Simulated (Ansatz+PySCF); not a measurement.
Results of a calculation; reference values are marked as such.
Several solutions for singlet C3H6

```yaml
atoms:
  - { symbol: C, position_ang: [0.0000, -0.4905, -0.1288] }
  - { symbol: C, position_ang: [0.0000, -0.5047, 1.3118] }
  - { symbol: C, position_ang: [0.0000, 0.8306, -1.0531] }
  - { symbol: H, position_ang: [0.0000, -1.5278, -0.7034] }
  - { symbol: H, position_ang: [0.0000, -1.5171, 1.9192] }
  - { symbol: H, position_ang: [0.0000, 0.4980, 1.9395] }
  - { symbol: H, position_ang: [0.0000, 1.8242, -0.4015] }
  - { symbol: H, position_ang: [0.9536, 0.8550, -1.7668] }
  - { symbol: H, position_ang: [-0.9536, 0.8550, -1.7668] }
```

Basis set: def2-SVP (spherical functions). Charge 0, multiplicity 1.

UHF was run from several starts with Ansatz (development build ahead of 0.2.0) and PySCF 2.14.0.

```csv
run,program,start,converged,energy (hartree),<S²>
A,Ansatz,"atomic start, no search",yes,-116.93338,0.00
B,PySCF,"guess huckel, instabilities followed",yes,-116.93776,0.35
C,PySCF,"guess atom, instabilities followed",yes,-116.93776,0.35
D,Ansatz,search for the lowest state,yes,-116.93776,0.35
E,PySCF,"guess minao, instabilities followed",yes,-116.93776,0.35
F,PySCF,"guess 1e, instabilities followed",yes,-116.93776,0.35
G,Ansatz,stability test followed,yes,-116.93776,0.35
H,PySCF,program defaults,yes,-116.93338,0.00
```

**Question.** Which runs reached the lowest solution of this kind, and what is wrong with the others?

**Answer.** B, C, D, E, F, G reached the lowest solution found. Converged but too high: A by 0.12 eV, H by 0.12 eV. Convergence only shows a stationary point, and even a stable one can lie too high; stability tests and further starts are what find lower ones. Caution: the unrestricted determinant is spin contaminated.
